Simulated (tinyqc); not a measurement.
Geometry optimisation on the UHF/sto-6g surface (energies and gradients from PySCF), for H2O+, spin multiplicity 2, step by step. Computed by tinyqc, a small Python program that keeps every step (integrals from PySCF). Settings: charge = 1, multiplicity = 2, basis = sto-6g, optimiser = bfgs, first Hessian = 0.6, largest step = 0.1, iteration cap = 30. Command: `OMP_NUM_THREADS=1 python tinyqc.py 30223 30224 out.jsonl` (the two numbers bound the seeds that draw the settings). One thread of a shared host (Intel(R) Xeon(R) Processor @ 2.60GHz), about 1 s of CPU time with the checks.

## Step 1: energy and gradient

positions at the start (bohr):
```
            x          y          z
1O  -0.028346   0.007559  -0.011338
2H  -0.043464   1.466427   1.224543
3H  -0.001890  -1.353044   1.288793
```

Self-consistent energy and analytic gradient at these positions.

energy = -75.37097346 hartree

gradient (hartree/bohr):
```
              x            y            z
1O   0.00024396  -0.01391754   0.00800652
2H   0.00059448  -0.03944371   0.00345286
3H  -0.00083843   0.05336125  -0.01145938
```

## Step 1: move

Quasi-Newton step p = -H^(-1) g (first H = 0.6 times the unit matrix); steps longer than 0.1 bohr are cut back (factor 0.866 here).

positions after step 1 (bohr):
```
            x          y          z
1O  -0.028698   0.027636  -0.022888
2H  -0.044321   1.523328   1.219562
3H  -0.000680  -1.430021   1.305324
```

## Step 2: energy and gradient

As before.

energy = -75.37487977 hartree

gradient (hartree/bohr):
```
              x            y            z
1O  -0.00030505   0.01028628  -0.03067967
2H   0.00035336  -0.02032818   0.01110654
3H  -0.00004831   0.01004190   0.01957314
```

## Step 2: move

inverse Hessian in use (bohr^2/hartree), lower triangle:
```
           1          2          3          4          5          6          7         8
1   1.666610
2   0.002522   1.563654
3  -0.003941   0.201355   1.469087
4  -0.000028  -0.000149  -0.005984   1.666867
5   0.002169  -0.008015   0.407317  -0.012550   2.448651
6   0.000748  -0.052820  -0.004866   0.003385  -0.220139   1.699216
7   0.000085  -0.002373   0.009925  -0.000173   0.010381  -0.004133   1.666755
8  -0.004691   0.111028  -0.608671   0.012699  -0.773969   0.272959  -0.008008  2.329608
9   0.003193  -0.148535   0.202446   0.002599  -0.187177  -0.027683  -0.005792  0.335712

          9
9  1.491904
```

Quasi-Newton step p = -H^(-1) g (the inverse Hessian comes from BFGS updates; coordinates in the order x, y, z of each atom); steps longer than 0.1 bohr are cut back (factor 0.820 here).

positions after step 2 (bohr):
```
            x          y         z
1O  -0.028385   0.021330  0.020973
2H  -0.045340   1.585851  1.198934
3H   0.000025  -1.486238  1.282091
```

## Convergence

Stop when the largest gradient component is below 3e-5 hartree/bohr. The inverse Hessian follows the BFGS update with s = step, y = change of gradient.

Course of the optimisation:
```
step   E (hartree)  largest gradient (hartree/bohr)
1     -75.37097346                         5.34e-02
2     -75.37487977                         3.07e-02
3     -75.37784276                         2.17e-02
4     -75.37911112                         7.80e-03
5     -75.37916413                         5.51e-03
6     -75.37918954                         1.02e-04
7     -75.37918956                         9.96e-06
```

Final distances (angstrom):
```
pair   distance
2H-1O  1.032318
3H-1O  1.032326
3H-2H  1.691025
```

Converged in 7 steps.
